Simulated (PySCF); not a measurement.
Below is a simulated gas-phase P 2p photoelectron spectrum of P4 (PPPP tetrahedron).

Every computed line was given a Gaussian of 0.5 eV full width at half maximum and an area set by the number of equivalent atoms (split 2:1 within a doublet); the highest printed point is 100. Method used: PySCF, delta-SCF UKS SCAN, pcX-2 on the ionised atom, pcseg-1 elsewhere, spin-free X2C.

binding energy (eV), intensity and a bar:
```
    135.9          0 
    136.0          1 
    136.1          5 #
    136.2         15 ####
    136.3         33 ##########
    136.4         60 ##################
    136.5         86 ##########################
    136.6        100 ##############################
    136.7         93 ############################
    136.8         69 #####################
    136.9         42 #############
    137.0         23 #######
    137.1         16 #####
    137.2         20 ######
    137.3         32 ##########
    137.4         45 #############
    137.5         50 ###############
    137.6         45 ##############
    137.7         33 ##########
    137.8         19 ######
    137.9          9 ###
    138.0          3 #
    138.1          1 
    138.2          0
```

Problem. Count the maxima, the lines and the sites behind this envelope.

Solution. The curve has 2 maxima (at 136.6 and 137.5 eV). Under it lie 2 lines from 1 inequivalent phosphorus site, drawn as a 2p3/2, 2p1/2 pair.

Problem. Decompose the envelope and assign each component. Bonds: P1–P2, P1–P3, P1–P4, P2–P3, P2–P4, P3–P4.

Solution. 
```
position (eV)  relative area     line        atoms               environment
       136.62           2.67  P 2p3/2  P1/P2/P3/P4  phosphorus bonded to 3 P
       137.50           1.33  P 2p1/2  P1/P2/P3/P4  phosphorus bonded to 3 P
```

No satellites, vibrations or lifetime broadening are included. Atoms equivalent by their bonding share one computed value, that of the first of them. The 2p values aren't plain energy differences: one relaxed spin-free 2p hole is combined with a matrix within the shell (ground-state 2p orbital-energy differences and spin–orbit coupling). 2p3/2, the mean of its two sublevels, lies a third of the splitting below the shell's mean and 2p1/2 two thirds above it; the statistical areas are 2:1. 2p1/2 minus 2p3/2 (ligand field included): P 0.89 eV. Isolated species at its PBE0-D3(BJ)/def2-SVP geometry, gas phase.
